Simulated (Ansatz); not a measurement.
Input for Ansatz (development build ahead of 0.2.0):

```yaml
crystal:
  periodic: [false, false, false]
  atoms:
    - { symbol: C, position_ang: [0.0142, -0.00775, -0.03054] }
    - { symbol: C, position_ang: [0.14251, -1.36929, 0.16961] }
    - { symbol: "N", position_ang: [0.16379, -2.54213, 0.2225] }
basis:
  gaussian: { orbitals: def2-SVP }
magnetization:
  spin_polarized: true
  initial_magnetization: 1
hamiltonian:
  xc: hf
correlation:
  method: mp2
  frozen_orbitals: { C: 1, "N": 1 }
output:
  forces: true
```

The input is written out in the form of the current development build from the run's settings.

Output:

```
Converged                       : yes
Reference energy                : -129.91052 hartree
Correlation energy              : -0.31307 hartree
Total energy                    : -130.22359 hartree
Spin squared of the determinant : 1.347
Stability test                  : minimum
```

Forces (eV/Å):
```tsv
atom	Fx	Fy	Fz
C1	0.103	0.937	0.119
C2	-0.224	-6.538	-0.164
N3	0.121	5.601	0.045
```

Caution: the unrestricted determinant is spin contaminated; MP2 forces lie far from those of the mean fields.
